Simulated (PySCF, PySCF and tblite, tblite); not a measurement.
# C₂H₂N₂: a path driven as rotation about a bond, and NMR exchange

Aim: the barrier and rate of rotation about a bond in C₂H₂N₂ (`[H]/N=C/C#N`), and what it does to NMR lines.

Programs: PySCF 2.14.0 with density-fitted response routines of our own, and tblite 0.8.0. All values are computed, except where a source is named. Atoms count from 0 throughout.

## 1. The molecule as given

6 atoms, charge 0, multiplicity 1; geometry from: force field or distance geometry start.

Bonds of the start (Å): C1–C2 1.43, C2–H4 1.10, C2–N3 1.29, N0–C1 1.18, N3–H5 1.03.

## 2. GFN2-xTB relaxation, start minimum

The job: settings as JSON, then the geometry in Å.

```
{"job": {"xc": "GFN2-xTB", "basis": "xTB", "kind": "relax"}, "charge": 0, "multiplicity": 1}
N      2.367100    -0.363900     0.112200
C      1.217300    -0.111700     0.095700
C     -0.162400     0.248500     0.112800
N     -0.994500    -0.703200    -0.129300
H     -0.460800     1.294200     0.308300
H     -1.963600    -0.362000    -0.102000
```

Run with:

```
OMP_NUM_THREADS=1 python ens_run.py task.json out
```

This one command runs the whole study; its stages follow in the order run.

Standard output:

```text
step      E/eV     max force
  0    -300.50758    3.768
  1    -300.20422   12.527
  2    -300.60241    1.410
  3    -300.61096    1.210
  4    -300.62621    0.374
  5    -300.63142    0.298
  6    -300.63637    0.342
  7    -300.63915    0.190
  8    -300.64083    0.180
  9    -300.64208    0.160
 10    -300.64304    0.147
 11    -300.64366    0.083
 12    -300.64394    0.058
 13    -300.64408    0.050
 14    -300.64427    0.080
 15    -300.64458    0.096
 16    -300.64496    0.080
 17    -300.64520    0.041
 18    -300.64529    0.017
 19    -300.64530    0.011
 20    -300.64531    0.009
 21    -300.64532    0.004
 22    -300.64532    0.002
```

It took 0.09 s on 1 thread of Arm Neoverse V1, shared host.

Gain 0.138 eV; displacement 0.06 Å root mean square.

## 3. Relaxed scan, rotation

The job: settings as JSON, then the geometry in Å.

```
{"job": {"xc": "GFN2-xTB", "basis": "xTB", "coordinate": [["t", [1, 2, 3, 5], 0.5], ["t", [4, 2, 3, 5], 0.5]], "kind": "drive"}, "charge": 0, "multiplicity": 1}
N      2.345623    -0.307396     0.117751
C      1.218427    -0.109330     0.103640
C     -0.170783     0.208040     0.100830
N     -1.027129    -0.682250    -0.123670
H     -0.365000     1.271447     0.308808
H     -1.998014    -0.378521    -0.109583
```

Standard output:

```text
point  coordinate     E/eV
  0    -76.000     -300.58854
  1    -62.000     -300.42279
  2    -47.700     -300.15980
  3    -32.300     -299.83911
  4    -15.000     -299.77278
  5      0.000     -299.77265
  6     14.300     -299.77166
  7     32.600     -299.87317
  8     47.800     -300.20506
  9     62.100     -300.47652
 10     76.100     -300.64881
 11     90.000     -300.70740
```

It took 1.3 s on 1 thread of Arm Neoverse V1, shared host.

The highest point is number 6, 18.8 kcal/mol above the first.

## 4. Nudged elastic band, leg 1

The job: settings as JSON, then the geometry in Å.

```
{"job": {"xc": "GFN2-xTB", "basis": "xTB", "kind": "neb"}, "charge": 0, "multiplicity": 1}
N      2.345623    -0.307396     0.117751
C      1.218427    -0.109330     0.103640
C     -0.170783     0.208040     0.100830
N     -1.027129    -0.682250    -0.123670
H     -0.365000     1.271447     0.308808
H     -1.998014    -0.378521    -0.109583
```

Standard output:

```text
image   E - E0 / eV
  0       0.0000
  1       0.0370
  2       0.5653
  3       0.8727
  4       0.2564
  5       0.0008
  6      -0.0623
```

Run time: 1.4 s. Hardware: 1 thread of Arm Neoverse V1, shared host.

The highest point is number 3, 20.1 kcal/mol above the first.

## 5. Saddle search, leg 1

The job: settings as JSON, then the geometry in Å.

```
{"job": {"xc": "GFN2-xTB", "basis": "xTB", "kind": "saddle"}, "charge": 0, "multiplicity": 1}
N      2.279050    -0.475746     0.015734
C      1.194299    -0.107516     0.032998
C     -0.165928     0.375065     0.066772
N     -1.143506    -0.343100    -0.125952
H     -0.233491     1.457683     0.292057
H     -1.930423    -0.906386    -0.281610
```

Standard output:

```text
step      E/eV     max force
  0    -299.77265   0.0275
  1    -299.77272   0.0022
lowest wavenumbers (cm-1): -1100.1 174.6 295.5 521.7 626.9 854.8
```

Run time: 0.26 s. Hardware: 1 thread of Arm Neoverse V1, shared host.

Point group Cs; 1 imaginary mode, 1100i cm⁻¹, carried by H5, N3. Steps downhill from it reached both ends.

At the saddle the angle C2–N3–H5 (179°) is nearly straight.

## 6. DFT refinement, start: PBE0-D3(BJ)/def2-SVP

The job: settings as JSON, then the geometry in Å.

```
{"job": {"xc": "PBE0", "basis": "def2-SVP", "kind": "refine"}, "charge": 0, "multiplicity": 1}
N      2.345623    -0.307396     0.117751
C      1.218427    -0.109330     0.103640
C     -0.170783     0.208040     0.100830
N     -1.027129    -0.682250    -0.123670
H     -0.365000     1.271447     0.308808
H     -1.998014    -0.378521    -0.109583
```

Standard output:

```text
step      E/eV     max force
  0     -5075.07298   1.7719
  1     -5075.12411   0.2350
  2     -5075.12485   0.0363
  3     -5075.12491   0.0114
```

It took 6.3 s on 1 thread of Arm Neoverse V1, shared host; peak memory 0.34 GiB.

Relaxing gained 0.052 eV and moved the atoms by 0.04 Å on average (rms).

DFT refinement, saddle of leg 1: PBE0-D3(BJ)/def2-SVP:

The job: settings as JSON, then the geometry in Å.

```
{"job": {"xc": "PBE0", "basis": "def2-SVP", "kind": "refine"}, "charge": 0, "multiplicity": 1}
N      2.278248    -0.476274     0.013007
C      1.194010    -0.106957     0.036301
C     -0.166282     0.374658     0.069374
N     -1.143273    -0.342978    -0.126937
H     -0.233230     1.458165     0.290335
H     -1.929473    -0.906613    -0.282080
```

Standard output:

```text
step      E/eV     max force
  0     -5073.97300   1.6993
  1     -5074.00693   0.1366
  2     -5074.00715   0.0280
  3     -5074.00716   0.0041
```

Run time: 6 s. Hardware: 1 thread of Arm Neoverse V1, shared host; peak memory 0.34 GiB.

The energy fell by 0.034 eV, and the atoms moved 0.02 Å (root mean square).

**DFT refinement, end: PBE0-D3(BJ)/def2-SVP**

The job: settings as JSON, then the geometry in Å.

```
{"job": {"xc": "PBE0", "basis": "def2-SVP", "kind": "refine"}, "charge": 0, "multiplicity": 1}
N      2.044142    -0.707854    -0.098622
C      1.051490    -0.148943     0.026380
C     -0.223395     0.482045     0.168107
N     -1.341563    -0.080753     0.058814
H     -0.201409     1.546432     0.390574
H     -1.315670    -1.078857    -0.149968
```

Standard output:

```text
step      E/eV     max force
  0     -5075.09655   1.6700
  1     -5075.13783   0.1867
  2     -5075.13832   0.0486
  3     -5075.13845   0.0132
```

Run time: 6.1 s. Hardware: 1 thread of Arm Neoverse V1, shared host; peak memory 0.34 GiB.

Gain 0.042 eV; displacement 0.03 Å root mean square.

## 7. Shieldings, start: BHandHLYP/pcSseg-1

The job: settings as JSON, then the geometry in Å.

```
{"job": {"kind": "nmr", "xc": "BHandHLYP", "basis": "pcSseg-1", "pop": false}, "charge": 0, "multiplicity": 1}
N      2.375242    -0.306192     0.119698
C      1.234378    -0.109018     0.104327
C     -0.179859     0.194591     0.097289
N     -1.034247    -0.713065    -0.130458
H     -0.412878     1.254727     0.303131
H     -1.979513    -0.319052    -0.096211
```

Standard output:

```text
coarse grid: 5536 points
cycle   1  E = -186.6407026119  dE =  5.599e-01  |g| = 5.196e-01  |ddm| = 2.317e+00
cycle   2  E = -186.5455026096  dE =  9.520e-02  |g| = 8.821e-01  |ddm| = 1.019e+00
cycle   3  E = -186.7114266249  dE = -1.659e-01  |g| = 5.683e-02  |ddm| = 6.068e-01
cycle   4  E = -186.7116135620  dE = -1.869e-04  |g| = 5.296e-02  |ddm| = 9.227e-02
cycle   5  E = -186.7122147774  dE = -6.012e-04  |g| = 1.040e-02  |ddm| = 4.165e-02
cycle   6  E = -186.7122394381  dE = -2.466e-05  |g| = 2.085e-03  |ddm| = 1.078e-02
cycle   7  E = -186.7122407134  dE = -1.275e-06  |g| = 8.517e-04  |ddm| = 2.739e-03
final grid: 55144 points
cycle   8  E = -186.7316926115  dE = -5.254e-06  |g| = 1.334e-03  |ddm| = 5.717e-03
cycle   9  E = -186.7316927747  dE = -1.632e-07  |g| = 1.139e-03  |ddm| = 1.991e-03
cycle  10  E = -186.7316930251  dE = -2.505e-07  |g| = 4.165e-04  |ddm| = 9.855e-04
cycle  11  E = -186.7316930613  dE = -3.620e-08  |g| = 1.265e-04  |ddm| = 3.172e-04
cycle  12  E = -186.7316930642  dE = -2.818e-09  |g| = 4.836e-05  |ddm| = 1.155e-04
cycle  13  E = -186.7316930647  dE = -4.993e-10  |g| = 8.919e-06  |ddm| = 4.085e-05
converged SCF energy = -186.7316930647

GIAO shielding tensors (ppm)
atom      isotropic    diamagn.    paramagn.     s11        s22        s33       span
  0 N      -65.627     337.870    -403.497   -229.725   -211.375    244.218    473.943
  1 C       63.245     260.891    -197.646    -55.259    -51.208    296.204    351.463
  2 C       29.591     250.339    -220.748   -111.267     69.362    130.678    241.945
  3 N     -164.397     319.021    -483.419   -612.892   -135.432    255.131    868.023
  4 H       24.131      28.465      -4.334     21.463     23.239     27.692      6.230
  5 H       19.415      29.589     -10.175      7.581     24.537     26.125     18.543
```

Wall time 2 s (1 thread of Arm Neoverse V1, shared host); peak memory 0.35 GiB.

Key values: HOMO -10.65 eV, LUMO -1.10 eV; dipole 4.39 D.

## 8. Shieldings, saddle of leg 1: BHandHLYP/pcSseg-1

The job: settings as JSON, then the geometry in Å.

```
{"job": {"kind": "nmr", "xc": "BHandHLYP", "basis": "pcSseg-1", "pop": false}, "charge": 0, "multiplicity": 1}
N      2.301603    -0.492545     0.010742
C      1.210409    -0.104236     0.037744
C     -0.178929     0.386426     0.071244
N     -1.150320    -0.344358    -0.127780
H     -0.237757     1.477335     0.294082
H     -1.945006    -0.922622    -0.286033
```

Standard output:

```text
coarse grid: 5536 points
cycle   1  E = -186.6000705663  dE =  6.210e-01  |g| = 5.208e-01  |ddm| = 2.324e+00
cycle   2  E = -186.5039738428  dE =  9.610e-02  |g| = 8.844e-01  |ddm| = 8.841e-01
cycle   3  E = -186.6687756391  dE = -1.648e-01  |g| = 5.279e-02  |ddm| = 5.796e-01
cycle   4  E = -186.6689064431  dE = -1.308e-04  |g| = 5.117e-02  |ddm| = 7.165e-02
cycle   5  E = -186.6694697298  dE = -5.633e-04  |g| = 8.522e-03  |ddm| = 4.000e-02
cycle   6  E = -186.6694880201  dE = -1.829e-05  |g| = 1.820e-03  |ddm| = 1.191e-02
cycle   7  E = -186.6694890385  dE = -1.018e-06  |g| = 6.219e-04  |ddm| = 2.689e-03
final grid: 55144 points
cycle   8  E = -186.6888925774  dE = -5.645e-06  |g| = 1.256e-03  |ddm| = 6.046e-03
cycle   9  E = -186.6888927831  dE = -2.057e-07  |g| = 9.486e-04  |ddm| = 1.797e-03
cycle  10  E = -186.6888929541  dE = -1.710e-07  |g| = 3.738e-04  |ddm| = 7.663e-04
cycle  11  E = -186.6888929821  dE = -2.798e-08  |g| = 1.363e-04  |ddm| = 2.944e-04
cycle  12  E = -186.6888929856  dE = -3.559e-09  |g| = 3.487e-05  |ddm| = 1.133e-04
cycle  13  E = -186.6888929859  dE = -2.629e-10  |g| = 9.830e-06  |ddm| = 2.906e-05
converged SCF energy = -186.6888929859

GIAO shielding tensors (ppm)
atom      isotropic    diamagn.    paramagn.     s11        s22        s33       span
  0 N      -27.783     338.009    -365.792   -188.843   -181.470    286.964    475.807
  1 C       64.832     261.372    -196.540    -55.335    -40.009    289.841    345.176
  2 C       64.394     247.384    -182.990    -15.563     82.739    126.008    141.571
  3 N     -252.893     324.898    -577.791   -996.978   -116.993    355.293   1352.272
  4 H       23.331      26.302      -2.971     19.627     22.009     28.356      8.729
  5 H        5.406      30.921     -25.515    -27.478     21.613     22.083     49.561
```

Run time: 2 s. Hardware: 1 thread of Arm Neoverse V1, shared host; peak memory 0.35 GiB.

In short: HOMO -8.86 eV, LUMO -0.83 eV; dipole 3.78 D.

## 9. Shieldings, end: BHandHLYP/pcSseg-1

The job: settings as JSON, then the geometry in Å.

```
{"job": {"kind": "nmr", "xc": "BHandHLYP", "basis": "pcSseg-1", "pop": false}, "charge": 0, "multiplicity": 1}
N      2.052079    -0.717878    -0.100752
C      1.038159    -0.170926     0.021828
C     -0.242646     0.488945     0.169747
N     -1.371644    -0.077395     0.059743
H     -0.196554     1.565388     0.394492
H     -1.265798    -1.076063    -0.149772
```

Standard output:

```text
coarse grid: 5536 points
cycle   1  E = -186.6410082389  dE =  5.557e-01  |g| = 5.247e-01  |ddm| = 2.295e+00
cycle   2  E = -186.5397768549  dE =  1.012e-01  |g| = 9.008e-01  |ddm| = 9.359e-01
cycle   3  E = -186.7119378627  dE = -1.722e-01  |g| = 5.145e-02  |ddm| = 5.936e-01
cycle   4  E = -186.7120849942  dE = -1.471e-04  |g| = 4.969e-02  |ddm| = 7.463e-02
cycle   5  E = -186.7126209832  dE = -5.360e-04  |g| = 1.041e-02  |ddm| = 3.946e-02
cycle   6  E = -186.7126465394  dE = -2.556e-05  |g| = 2.086e-03  |ddm| = 1.134e-02
cycle   7  E = -186.7126479235  dE = -1.384e-06  |g| = 8.576e-04  |ddm| = 2.769e-03
final grid: 55144 points
cycle   8  E = -186.7321688195  dE = -5.521e-06  |g| = 1.218e-03  |ddm| = 6.017e-03
cycle   9  E = -186.7321690457  dE = -2.261e-07  |g| = 8.285e-04  |ddm| = 1.726e-03
cycle  10  E = -186.7321691782  dE = -1.325e-07  |g| = 3.157e-04  |ddm| = 7.102e-04
cycle  11  E = -186.7321691984  dE = -2.024e-08  |g| = 1.311e-04  |ddm| = 2.630e-04
cycle  12  E = -186.7321692018  dE = -3.377e-09  |g| = 3.898e-05  |ddm| = 1.112e-04
cycle  13  E = -186.7321692022  dE = -3.528e-10  |g| = 1.143e-05  |ddm| = 3.216e-05
converged SCF energy = -186.7321692022

GIAO shielding tensors (ppm)
atom      isotropic    diamagn.    paramagn.     s11        s22        s33       span
  0 N      -60.607     338.333    -398.940   -213.733   -208.791    240.704    454.436
  1 C       66.079     263.051    -196.972    -58.383    -43.024    299.645    358.028
  2 C       32.040     250.010    -217.971    -96.655     61.903    130.872    227.527
  3 N     -164.250     321.916    -486.165   -570.616   -167.970    245.837    816.453
  4 H       24.090      27.253      -3.163     21.916     23.786     26.569      4.653
  5 H       19.303      32.001     -12.699      6.580     24.499     26.829     20.249
```

Run time: 2 s. Hardware: 1 thread of Arm Neoverse V1, shared host; peak memory 0.36 GiB.

This run: HOMO -10.68 eV, LUMO -1.21 eV; dipole 1.38 D.

## 10. The path in numbers

The job: settings as JSON, then the geometry in Å.

```
{"job": {"smiles": "N#CC=N", "charge": 0, "mult": 1, "motion": "rotation", "what": "imine", "atoms": [2, 3], "drives": [{"terms": [["t", [1, 2, 3, 5], 0.5], ["t", [4, 2, 3, 5], 0.5]], "by": 180, "n": 12}], "study": "path", "level": {"kind": "nmr", "xc": "BHandHLYP", "basis": "pcSseg-1"}, "fields": [100, 360, 400], "first": 1, "seed": 736, "refine": {"xc": "PBE0", "basis": "def2-SVP"}, "kind": "path"}, "charge": 0, "multiplicity": 1}
N      2.345623    -0.307396     0.117751
C      1.218427    -0.109330     0.103640
C     -0.170783     0.208040     0.100830
N     -1.027129    -0.682250    -0.123670
H     -0.365000     1.271447     0.308808
H     -1.998014    -0.378521    -0.109583
```

Standard output:

```text
stationary points (kcal/mol above the start)
  n  kind          group   xTB      DFT    lowest mode
  0  minimum      Cs       0.00     0.00     226.0
  1  saddle       Cs      20.12    26.89   -1100.1
  2  minimum      Cs      -1.44    -0.37     197.3

GFN2-xTB energies: T/K, barrier G, reaction G (kcal/mol), k forward, k back (1/s)
 150.00    18.33    -1.32    6.2e-15   7.33e-17
 200.00    18.29    -1.34   4.25e-08   1.46e-09
 250.00    18.25    -1.36   0.000574   3.72e-05
 298.15    18.21    -1.38      0.279     0.0272
 350.00    18.16    -1.40       33.5       4.48
 400.00    18.11    -1.42   1.07e+03        180
 500.00    18.00    -1.45   1.41e+05   3.26e+04

PBE0-D3(BJ)/def2-SVP energies: T/K, barrier G, reaction G (kcal/mol), k forward, k back (1/s)
 150.00    23.98    -0.20   3.59e-23   1.85e-23
 200.00    23.95    -0.22   2.83e-14   1.64e-14
 250.00    23.91    -0.24   6.56e-09   4.09e-09
 298.15    23.86    -0.25      2e-05    1.3e-05
 350.00    23.81    -0.27    0.00988    0.00666
 400.00    23.76    -0.29       0.87      0.602
 500.00    23.66    -0.33        477        342

BHandHLYP/pcSseg-1 + D3(BJ) energies: T/K, barrier G, reaction G (kcal/mol), k forward, k back (1/s)
 150.00    25.10    -0.26   8.46e-25   3.56e-25
 200.00    25.07    -0.28    1.7e-15   8.47e-16
 250.00    25.03    -0.30   6.92e-10   3.82e-10
 298.15    24.98    -0.31   3.04e-06   1.79e-06
 350.00    24.93    -0.33    0.00198    0.00123
 400.00    24.88    -0.35      0.213      0.137
 500.00    24.77    -0.39        155        105
```

It took 29 s on 1 thread of Arm Neoverse V1, shared host; peak memory 0.36 GiB. This counts the whole study up to here.

Barriers by level (kcal/mol; entropies in cal/(mol K)). Zero-point and thermal terms come from xTB in every row. ΔG‡ leaves symmetry out; the rate counts one path; effective ΔG‡, where given, is the barrier that would give that rate by Eyring's equation alone:

| level | ΔE‡ | with zero-point | ΔH‡ | ΔS‡ | ΔG‡ (298 K) | ΔE of reaction | k at 298 K (1/s) | effective ΔG‡ |
| --- | --- | --- | --- | --- | --- | --- | --- | --- |
| GFN2-xTB | 20.12 | 18.37 | 18.52 | 1.0 | 18.21 | -1.44 | 0.28 | 18.21 |
| PBE0-D3(BJ)/def2-SVP | 25.78 | 24.03 | 24.17 | 1.0 | 23.86 | -0.31 | 2e-05 | 23.86 |
| BHandHLYP/pcSseg-1 + D3(BJ) | 26.89 | 25.15 | 25.29 | 1.0 | 24.98 | -0.37 | 3e-06 | 24.98 |

Sites that the driver pairs across this motion, and where their lines would merge (no couplings; faster rotations or exchange between molecules can average them sooner):

```
nucleus      sites: shielding (ppm)  proton frequency (MHz)  spread (Hz)  coalescence (K)  lines at 298 K
    ¹³C    C1: 63.2; C1 (end): 66.1                     400          285              526               –
    ¹³C    C2: 29.6; C2 (end): 32.0                     400          246              523               –
    ¹⁵N  N0: -65.6; N0 (end): -60.6                     400          204              519               –
     ¹H  H5: 19.41; H5 (end): 19.30                     400           45              490               –
     ¹H  H4: 24.13; H4 (end): 24.09                     400           16              472               –
```

Rows that set an atom against itself at the end compare its shielding in the two forms.

## 11. What came out

```
                             quantity                               value
barrier (BHandHLYP/pcSseg-1 + D3(BJ))  ΔE‡ 26.9, ΔG‡(298 K) 25.0 kcal/mol
                   barrier (GFN2-xTB)                   ΔE‡ 20.1 kcal/mol
                        rate at 298 K                           3e-06 s⁻¹
                      end of the path        -0.4 kcal/mol from the start
```

The saddle has a nearly straight angle, C2–N3–H5 (179°), which it lacks at the start: the motion passes through an in-plane inversion or a T-shaped form rather than a plain rotation or pyramidal inversion. The barrier is 26.9 kcal/mol at the DFT level (xTB: 20.1); with thermal terms and the count of paths the DFT value gives a rate of 3e-06 s⁻¹ at 298 K. An error of 1.4 kcal/mol changes that rate tenfold. The moving atom is hydrogen and the barrier is narrow, so tunnelling, which is left out, should speed the exchange.
